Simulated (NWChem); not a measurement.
A series in which one site is exchanged, each optimised at PBE0/def2-SVP with NWChem, gas phase unless a solvent is named. This build's default masses of Se (78.918 u) and Br (79.917 u) are each other's, which moves their modes by up to 0.6 %. For some, no frequency run checked for a minimum. def2 effective core potentials on I; no spin-orbit coupling.

A: FB(F)F (BF3; site = F)
B: FB(F)Br (BBrF2; site = Br)
C: FB(F)Cl (BClF2; site = Cl)
D: FB(F)I (BIF2; site = I)

Question: Rank them by lowest singlet excitation, B3LYP/def2-SVPD, TDA (eV), lowest first.

Answer: D (5.65), B (6.66), C (7.58), A (10.52)
